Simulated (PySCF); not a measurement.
HF, singlet in cc-pVTZ: errors against RCCSDT(Q)

Geometry: MP2(full)/6-31G*, from the G2/97 set.

```xyz
2

F     0.0000    0.0000    0.0000
H     0.0000    0.0000    0.9339
```

Basis cc-pVTZ; PySCF 2.14.0. Only valence electrons are correlated (noble-gas cores frozen), which leaves 8 electrons in 43 orbitals. Prefix R: restricted or restricted open-shell reference.

Full CI isn't at hand for all of this; RCCSDT(Q) serves as the reference, and is uncertain by the last step of the cluster series or more.

The T1 diagnostic (ROHF- or RHF-based CCSD) is 0.0069 and the largest doubles amplitude (ROHF- or RHF-based CCSD) is 0.041.

```csv
level,E − E(RHF) (eV)
RMP2,-7.4176
RCCSD,-7.4747
RCCSD(T),-7.6501
```

**Question.** Estimate how far RCCSDT(Q) in cc-pVTZ lies from RCCSD(T). The table doesn't fix it; the size of (T) and the diagnostics are the guide.

**Answer.** RCCSDT(Q) in cc-pVTZ lies 0.7 kJ/mol below RCCSD(T), which is 4 % of the (T) step (-16.9 kJ/mol). The diagnostics are small and one determinant leads, so the series closes fast and only a small part of (T) is left.

The other levels:

```json
{"level": "RCCSDT", "E − E(RCCSDT(Q)) (kJ/mol)": "0.7", "share of correlation (%)": "99.91", "wall time": "–"}
```

The correlation energy at RCCSDT(Q), counted from RHF, is -7.658 eV. That run took 63 s on 1 thread of Arm Neoverse V2, shared host.

Times are those of the correlated step on a shared host, with one SCF added for the restricted CCSD run; they ran on 1 thread of Arm Neoverse V2.
